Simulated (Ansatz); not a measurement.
C₃H₄N₂, SMILES `CN=C=C=N`, relaxed with RKS PBE-D4/def2-SVP in Ansatz from a rough embedded geometry. The force threshold is 0.03 eV/Å; the program also tests the step.

The species carries charge 0 and has multiplicity 1.

Start:

```xyz
9

C    -0.676    1.585    0.065
N    -0.589    0.322    0.823
C     0.068   -0.544    0.327
C     0.605   -1.471   -0.134
N     1.298   -2.317   -0.615
H     0.379    1.960   -0.104
H    -1.258    2.290    0.566
H    -1.118    1.371   -0.959
H     1.290   -3.195    0.031
```

By how much does the energy fall, and how many steps does the optimiser take? (Best estimate.)

Computed: 1.47 eV, in 10 steps, 1 of them rejected.

Which bonds change most? (Estimate.)

Ansatz gave: C3–C4 from 1.166 to 1.314 Å; C1–H7 from 1.043 to 1.111 Å; C4–N5 from 1.196 to 1.257 Å; N2–C3 from 1.194 to 1.254 Å.

Give the relaxed structure. (Best estimate.)

Ansatz gave: 
```xyz
9

C    -0.724    1.690    0.011
N    -0.868    0.268    0.261
C     0.076   -0.530    0.052
C     0.690   -1.691    0.002
N     1.633   -2.494   -0.210
H     0.276    1.997   -0.367
H    -0.951    2.236    0.952
H    -1.507    2.000   -0.714
H     1.374   -3.475    0.013
```
